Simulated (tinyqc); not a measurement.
Inside a calculation. Method: extended Hueckel theory, for CH3+. The parameters take no account of the charge, which enters only through the electron count. One step of it, computed by the program tinyqc.

Task: Mulliken analysis. P = C n C^T; charge = valence electrons (C 4, H 1) minus the sum of (P S)_ii on the atom; overlap population = 2 sum P_ij S_ij between two atoms.

coefficients:
```
              MO1        MO2        MO3        MO4        MO5        MO6        MO7
1C 2s    0.725607   0.000000  -0.000022   0.009385   0.000000  -0.000552   1.521413
1C 2px  -0.000014   0.000000   0.496509   0.000001   0.000000   1.272086   0.000802
1C 2py   0.000000   0.496464   0.000000   0.000000   1.272088   0.000000   0.000000
1C 2pz   0.001364   0.000000  -0.000001   0.999894   0.000000   0.000009  -0.025118
2H 1s    0.161340   0.000000   0.525461  -0.003761   0.000000  -1.088669  -0.839112
3H 1s    0.161305   0.455094  -0.262766  -0.003762  -0.943033   0.544854  -0.838073
4H 1s    0.161305  -0.455094  -0.262766  -0.003762   0.943033   0.544854  -0.838073
```

occupations: 2.000000  2.000000  2.000000  0.000000  0.000000  0.000000  0.000000

overlap S, lower triangle:
```
           1C 2s     1C 2px     1C 2py     1C 2pz     2H 1s     3H 1s     4H 1s
1C 2s   1.000000
1C 2px  0.000000   1.000000
1C 2py  0.000000   0.000000   1.000000
1C 2pz  0.000000   0.000000   0.000000   1.000000
2H 1s   0.529825   0.512741   0.000000  -0.008012  1.000000
3H 1s   0.529731  -0.256304   0.444028  -0.008010  0.149720  1.000000
4H 1s   0.529731  -0.256304  -0.444028  -0.008010  0.149720  0.149650  1.000000
```

Give: charges; Overlap populations.

Result:

charges: 1C 0.7863, 2H 0.0712, 3H 0.0712, 4H 0.0712

Overlap populations:
```
pair      value
2-1    0.783158
3-1    0.783062
3-2   -0.067104
4-1    0.783062
4-2   -0.067104
4-3   -0.067070
```
